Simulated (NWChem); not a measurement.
System: DMSO (C$_{2}$H$_{6}$OS); SMILES CS(C)=O

Input file for NWChem:

```
start job
memory heap 200 mb stack 900 mb global 1100 mb
geometry units angstroms noautoz
  C      0.821751     1.355139     0.192035
  S     -0.208845     0.000494    -0.442998
  C      0.815102    -1.359108     0.192193
  O     -1.460187     0.003604     0.385430
  H      0.284641     2.283002    -0.046643
  H      1.809545     1.356207    -0.291297
  H      0.904558     1.247703     1.283356
  H      0.898395    -1.251962     1.283505
  H      0.273472    -2.284361    -0.046403
  H      1.802895    -1.365054    -0.291107
end
basis spherical
  * library def2-tzvp
end
dft
  xc b3lyp
  iterations 150
  mulliken
end
task dft energy
```

Parts of the log:

```
             Northwest Computational Chemistry Package (NWChem) 7.3.0
             --------------------------------------------------------

 CS  symmetry detected

                             Geometry "geometry" -> ""
                             -------------------------

 Output coordinates in angstroms (scale by  1.889725989 to convert to a.u.)

  No.       Tag          Charge          X              Y              Z
 ---- ---------------- ---------- -------------- -------------- --------------
    1 C                    6.0000     0.79538773     0.20644598     1.35712757
    2 S                   16.0000    -0.21654548    -0.45283493     0.00000000
    3 C                    6.0000     0.79538773     0.20644598    -1.35712757
    4 O                    8.0000    -1.48717431     0.34570235     0.00000000
    5 H                    1.0000     0.26182357    -0.04490757     2.28368833
    6 H                    1.0000     1.79436178    -0.25332259     1.36063456
    7 H                    1.0000     0.85254933     1.29942429     1.24983630
    8 H                    1.0000     0.85254933     1.29942429    -1.24983630
    9 H                    1.0000     0.26182357    -0.04490757    -2.28368833
   10 H                    1.0000     1.79436178    -0.25332259    -1.36063456

 Effective nuclear repulsion energy (a.u.)     183.2216306204

      Symmetry information
      --------------------

 Group name             Cs
 Group number              2
 Group order               2
 No. of unique centers     6

                                 NWChem DFT Module
                                 -----------------

 Summary of "ao basis" -> "ao basis" (spherical)
 ------------------------------------------------------------------------------
       Tag                 Description            Shells   Functions and Types
 ---------------- ------------------------------  ------  ---------------------
 C                         def2-tzvp                11       31   5s3p2d1f
 S                         def2-tzvp                13       37   5s5p2d1f
 O                         def2-tzvp                11       31   5s3p2d1f
 H                         def2-tzvp                 4        6   3s1p

      Symmetry analysis of basis
      --------------------------

        a'         95
        a"         71

            General Information
            -------------------
          SCF calculation type: DFT
          Wavefunction type:  closed shell.
          No. of atoms     :    10
          No. of electrons :    42
           Alpha electrons :    21
            Beta electrons :    21
          Charge           :     0
          Spin multiplicity:     1
          Use of symmetry is: on ; symmetry adaption is: on
          Maximum number of iterations: 150
          AO basis - number of functions:   166
                     number of shells:    70
          Convergence on energy requested:  1.00D-06
          Convergence on density requested:  1.00D-05
          Convergence on gradient requested:  5.00D-04

              XC Information
              --------------
                         B3LYP Method XC Potential
                     Hartree-Fock (Exact) Exchange  0.200
                        Slater Exchange Functional  0.800 local
                    Becke 1988 Exchange Functional  0.720 non-local
              Lee-Yang-Parr Correlation Functional  0.810
                  VWN I RPA Correlation Functional  0.190 local

             Grid Information
             ----------------
          Grid used for XC integration:  medium
          Radial quadrature: Mura-Knowles
          Angular quadrature: Lebedev.
          Tag              B.-S. Rad. Rad. Pts. Rad. Cut. Ang. Pts.
          ---              ---------- --------- --------- ---------
          C                   0.70       49          11.0       434
          S                   1.00       88           8.0       590
          O                   0.60       49          10.0       434
          H                   0.35       45          12.0       434
          Grid pruning is: on
          Number of quadrature shells:   321
          Spatial weights used:  Erf1

      Superposition of Atomic Density Guess
      -------------------------------------

 Sum of atomic energies:        -550.60532019

      Non-variational initial energy
      ------------------------------

 Total energy =    -552.623381
 1-e energy   =   -1120.483250
 2-e energy   =     384.638239
 HOMO         =      -0.284169
 LUMO         =       0.069362

      Symmetry analysis of molecular orbitals - initial
      -------------------------------------------------

  Numbering of irreducible representations:

     1 a'          2 a"

  Orbital symmetries:

     1 a'          2 a'          3 a'          4 a"          5 a'
     6 a'          7 a"          8 a'          9 a'         10 a'
    11 a"         12 a'         13 a'         14 a'         15 a"
    16 a'         17 a"         18 a'         19 a"         20 a"
    21 a'         22 a'         23 a"         24 a'         25 a'
    26 a'         27 a'         28 a"         29 a"         30 a"
    31 a'

     ---------------------------------------------
      Total Density - Mulliken Population Analysis
     ---------------------------------------------

    Atom       Charge   Shell Charges
 -----------   ------   -------------------------------------------------------
    1 C    6     6.48   0.86  1.12  0.55  0.69  0.11  1.21  1.45  0.46  0.01  0.03  0.00
    2 S   16    15.09   2.01  0.49  1.48  1.00  0.69  4.16  1.70  0.78  1.82  0.62  0.10  0.20  0.04
    3 C    6     6.48   0.86  1.12  0.55  0.69  0.11  1.21  1.45  0.46  0.01  0.03  0.00
    4 O    8     8.98   0.79  1.18  0.61  0.98  0.30  2.03  2.19  0.87  0.00  0.02  0.00
    5 H    1     0.83   0.24  0.44  0.13  0.02
    6 H    1     0.82   0.23  0.43  0.13  0.02
    7 H    1     0.83   0.24  0.43  0.14  0.02
    8 H    1     0.83   0.24  0.43  0.14  0.02
    9 H    1     0.83   0.24  0.44  0.13  0.02
   10 H    1     0.82   0.23  0.43  0.13  0.02

   convergence    iter        energy       DeltaE   RMS-Dens  Diis-err
 ---------------- ----- ----------------- --------- --------- ---------
 d= 0,ls=0.0,diis     1   -553.1739278198 -7.36D+02  1.41D-02  1.52D+00
 d= 0,ls=0.0,diis     2   -552.5856435127  5.88D-01  1.17D-02  7.07D+00
 d= 0,ls=0.0,diis     3   -553.2951567586 -7.10D-01  1.67D-03  1.41D-01
 d= 0,ls=0.0,diis     4   -553.3062862467 -1.11D-02  6.92D-04  1.75D-02
 d= 0,ls=0.0,diis     5   -553.3079880446 -1.70D-03  1.54D-04  9.73D-04
  Resetting Diis
 d= 0,ls=0.0,diis     6   -553.3081053593 -1.17D-04  3.26D-05  7.99D-05
 d= 0,ls=0.0,diis     7   -553.3081147766 -9.42D-06  2.94D-05  7.72D-06
 d= 0,ls=0.0,diis     8   -553.3081139434  8.33D-07  1.68D-05  1.73D-05
 d= 0,ls=0.0,diis     9   -553.3081156254 -1.68D-06  2.80D-06  7.98D-07
 d= 0,ls=0.0,diis    10   -553.3081157002 -7.48D-08  6.64D-07  3.54D-08

         Total DFT energy =     -553.308115700182
      One electron energy =    -1123.634321845003
           Coulomb energy =      434.537234075217
    Exchange-Corr. energy =      -47.432658550762
 Nuclear repulsion energy =      183.221630620366

 Numeric. integr. density =       41.999996218836

                  Occupations of the irreducible representations
                  ----------------------------------------------

                     irrep           alpha         beta
                     --------     --------     --------
                     a'               14.0         14.0
                     a"                7.0          7.0

                       DFT Final Molecular Orbital Analysis
                       ------------------------------------

 Vector   19  Occ=2.000000D+00  E=-3.591655D-01  Symmetry=a'
              MO Center= -5.9D-01, -2.5D-02, -2.7D-15, r^2= 2.6D+00
   Bfn.  Coefficient  Atom+Function         Bfn.  Coefficient  Atom+Function
  ----- ------------  ---------------      ----- ------------  ---------------
    47      0.322561   2 S  py              105      0.287990   4 O  px
   108      0.231567   4 O  px               50      0.181837   2 S  py
    44      0.167886   2 S  py              111      0.148154   4 O  px
    38     -0.131407   2 S  py               36     -0.110835   2 S  s
     7     -0.106037   1 C  py               75     -0.106037   3 C  py

 Vector   20  Occ=2.000000D+00  E=-2.770750D-01  Symmetry=a"
              MO Center= -9.0D-01,  2.3D-01, -7.7D-15, r^2= 2.1D+00
   Bfn.  Coefficient  Atom+Function         Bfn.  Coefficient  Atom+Function
  ----- ------------  ---------------      ----- ------------  ---------------
   107      0.409509   4 O  pz              110      0.334804   4 O  pz
   113      0.265873   4 O  pz                5     -0.131783   1 C  s
    73      0.131783   3 C  s                 8      0.102029   1 C  pz
    76      0.102029   3 C  pz               60      0.096884   2 S  d  1
    55      0.094866   2 S  d  1            139      0.093139   6 H  s

 Vector   21  Occ=2.000000D+00  E=-2.373186D-01  Symmetry=a'
              MO Center= -7.2D-01, -4.4D-02,  1.3D-15, r^2= 2.3D+00
   Bfn.  Coefficient  Atom+Function         Bfn.  Coefficient  Atom+Function
  ----- ------------  ---------------      ----- ------------  ---------------
   106      0.339262   4 O  py              109      0.274291   4 O  py
    47     -0.251288   2 S  py               50     -0.244377   2 S  py
   112      0.242872   4 O  py               35      0.170695   2 S  s
    36      0.153377   2 S  s               105      0.153672   4 O  px
   111      0.133936   4 O  px              108      0.125425   4 O  px

[...]
```

Level: B3LYP/def2-TZVP. All runs use the structure optimised with PBE0/def2-SVP. B3LYP is NWChem's, with the RPA form of VWN correlation.
